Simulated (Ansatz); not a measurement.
Ideal-gas functions of CH4S2 (`CSS`) at 400 K and 1 bar, from an Ansatz frequency run at PBE0-D4/def2-TZVP.

Molar mass 80.18 g/mol, point group C1 (symmetry number 1), electronic degeneracy 1, moments of inertia 29.487, 114.031, 136.866 u Å². Harmonic wavenumbers (cm⁻¹, unscaled): 170, 245, 341, 532, 720, 894, 968, 974, 1339, 1448, 1469, 2645, 3055, 3146, 3162.

Use S(trans) = R[1.5 ln M + 2.5 ln T − 1.1517]; rotational temperatures θ = 24.2544 K / I; S(rot) = R[ln(√π/σ · √(T³/θAθBθC)) + 1.5]; for each mode x = 1.438777 ν̃/T, S = R[x/(eˣ − 1) − ln(1 − e⁻ˣ)] and H = RT x/(eˣ − 1); 1 cm⁻¹ = 0.0119627 kJ/mol; R = 8.31446 J/(mol·K).

By hand: the entropy, in J/(mol·K).

Translation 169.6. Rotation: θ = 0.8225, 0.2127, 0.1772 K, giving 106.4. Vibration, mode by mode: 12.53, 9.63, 7.12, 4.08, 2.40, 1.46, 1.18, 1.16, 0.39, 0.28, 0.27, 0.01, 0.00, 0.00, 0.00, in all 40.5. Electronic 0.0. Sum 316.5 J/(mol·K).

By hand: H − E and G − E in kJ/mol, counted from the electronic energy.

Zero-point energy ½ × 21108 × 0.0119627 = 126.3; thermal vibration 9.5; translation, rotation and pV give 4 RT = 13.3. H − E = 149.1 kJ/mol, and G − E = 149.1 − 400 × 316.5/1000 = 22.5 kJ/mol.

Vibration gives 13 % of the entropy. The sum counts one conformer and one mirror image; others add a mixing term.
